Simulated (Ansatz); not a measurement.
A nudged elastic band was laid between two geometries of C₃H₆S₂ (11 atoms, charge 0, multiplicity 1).

Computed with Ansatz, UHF/def2-SVP.

* movable images: 7
* climbing image: yes
* spring: 5.0 eV/Å²
* optimiser: quadratic models (default)
* start path: through a guess of the saddle point
* force threshold: 0.03 eV/Å
* iteration limit: 51
* end points: relaxed

First end point:

```xyz
11
Properties=species:S:1:pos:R:3
C 0.837 -1.071 0.566
C 0.478 0.396 0.750
S 0.264 1.318 -0.811
C -1.311 0.800 -1.326
S -2.024 1.253 -2.712
H 0.999 -1.545 1.536
H 1.747 -1.176 -0.025
H 0.042 -1.616 0.056
H 1.277 0.929 1.265
H -0.425 0.519 1.349
H -1.820 0.138 -0.628
```

Last end point:

```xyz
11
Properties=species:S:1:pos:R:3
C 1.015 -1.103 0.696
C 0.675 0.367 0.876
S 0.246 1.219 -0.679
C -1.307 0.638 -0.978
S -2.034 1.231 -2.399
H 1.280 -1.545 1.659
H 1.859 -1.233 0.017
H 0.163 -1.650 0.294
H 1.526 0.925 1.266
H -0.160 0.506 1.558
H -3.198 0.587 -2.288
```

Which bonds break or form, and what moves?

Bonds broken: C4–H11. Bonds formed: S5–H11.

Give the energies along the band, and the barrier.

The run converged. The highest image is number 4 of 0 to 8, 3.40 eV above the first end and 1.92 eV above the last; the last end lies 1.47 eV above the first. Neighbouring images differ by up to 1.9 eV, so the band resolves the path poorly. A vibrational analysis at the climbing image gives one clearly imaginary mode, 2089i cm⁻¹: a first-order saddle point.

```tsv
image	path coordinate (Å)	energy (eV)	C4–H11 (Å)	S5–H11 (Å)
0	0.00	0.00	1.09	2.37
1	0.46	0.02	1.09	2.37
2	0.92	0.18	1.08	2.31
3	1.38	1.46	1.11	1.94
4	1.84	3.40	1.39	1.49
5	2.27	2.43	1.87	1.34
6	2.70	1.80	2.13	1.33
7	3.14	1.51	2.26	1.33
8	3.57	1.47	2.30	1.34
```

What is the geometry of the highest image?


```xyz
11
Properties=species:S:1:pos:R:3
C 0.994 -1.089 0.642
C 0.544 0.354 0.806
S 0.213 1.212 -0.770
C -1.268 0.511 -1.247
S -2.093 1.073 -2.654
H 1.204 -1.527 1.620
H 1.899 -1.152 0.037
H 0.219 -1.686 0.161
H 1.320 0.955 1.282
H -0.354 0.428 1.416
H -2.613 0.865 -1.271
```

Time of the run: 5.9 min on 2 threads of AMD EPYC 9R14 (Zen 4), with other jobs on the host, peak memory 0.36 GiB.
